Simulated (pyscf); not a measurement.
Optimised with ωB97X-D3(BJ)/def2-SVP in PySCF.

### Question
Estimate the classical barrier height and the reaction energy of GeH₂ [singlet] + H₃C–OH -> H₃C–O–GeH₃ at PBE0-D3(BJ)/def2-TZVP. The step runs on the singlet surface, breaks H–O and forms Ge–O, Ge–H; take the separated reactants as zero.

### Answer
ΔE‡ = 10.5 kcal/mol, ΔE = -46.6 kcal/mol. CCSD(T)/def2-TZVPP + ΔMP2(QZVPP) gives 13.4 kcal/mol and -46.2 kcal/mol. Zero-point energy shifts the barrier by 0.0 kcal/mol. It is an insertion, with an imaginary mode of 1549i cm⁻¹. On the reactant side the descent ends in an adduct with a Ge–O contact, 19.6 kcal/mol under the separated species and 33.2 kcal/mol under the saddle at ωB97X-D3(BJ)/def2-TZVP. What is counted as formed (Ge–O) is already present as a longer contact in the reactant adduct; forming that adduct is a step of its own. This is the saddle that the search found; another between the same sides may lie lower. The CCSD(T) − MP2 part came from Ansatz, without density fitting, on the same reference. The frozen core leaves the outer d or s,p core shells of the metals and heavy elements correlated in the MP2 and CC values, and def2-TZVPP describes them poorly, which can shift differences by a few kcal/mol. Elements up to Kr have no core potential and no relativistic terms here.
